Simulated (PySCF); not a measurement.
# Static response to an electric field

Methylidynephosphane, CHP.
Geometry (PBE0-D3(BJ)/def2-SVP, Å), atoms numbered from 1 in this order:
```xyz
3
CHP angstrom
C     -0.1456    0.0172    0.0080
P      1.3801    0.1709   -0.1379
H     -1.2191   -0.0906    0.1105
```

Level: B3LYP/def2-SVPD (PySCF), static field, nuclei fixed, core orbitals frozen in the response. The polarisability tensor in these axes (au):

```
x   45.78  1.84 -1.75
y    1.84 27.70 -0.18
z   -1.75 -0.18 27.68
```

**Question.** Give the principal values, the mean and the anisotropy Δα = √{½[(α1 − α2)² + (α2 − α3)² + (α1 − α3)²]}.

**Answer.** Principal values 27.52, 27.52 and 46.14 au; mean 33.72 au = 5.00 Å³ = 5.56 × 10⁻⁴⁰ C²·m²/J; Δα = 18.62 au (55 % of the mean).

**Question.** What is the dipole moment, and where does it point?

**Answer.** (-0.35, -0.03, 0.03) D, 0.35 D in size, pointing from the negative to the positive side. Measured along this direction, the outermost atoms are P2 at the negative end and H3 at the positive end.

**Question.** Give the eigenvalues of the traceless quadrupole moment Θ = ½Σq(3rr − r²1), origin at the centre of nuclear charge.

**Answer.** -1.93, -1.93, 3.86 D·Å. The values depend on the origin, since the dipole doesn't vanish. The electronic extent ⟨r²⟩ about the same centre is 93 bohr², a root-mean-square distance of 1.09 Å for the 22 electrons.

**Question.** Find the Langevin capture rate constant for H3+ (3.023 u) meeting this molecule (43.982 u), k = 2.342 × 10⁻⁹ cm³/s × √(α in Å³ / reduced mass in u).

**Answer.** The reduced mass is 2.83 u, so k = 3.11 × 10⁻⁹ cm³/s. The formula leaves out the permanent dipole, which adds to the capture rate.

**Question.** What would n − 1 = 2πNα be for an ideal gas of these molecules at 350 K and 1 atm, electronic part alone?

**Answer.** N = p/kT = 2.0968 × 10¹⁹ cm⁻³, so n − 1 = 2π × N × 5.00 × 10⁻²⁴ cm³ = 658 × 10⁻⁶ at long wavelengths.

Isolated species at its PBE0-D3(BJ)/def2-SVP geometry, gas phase.
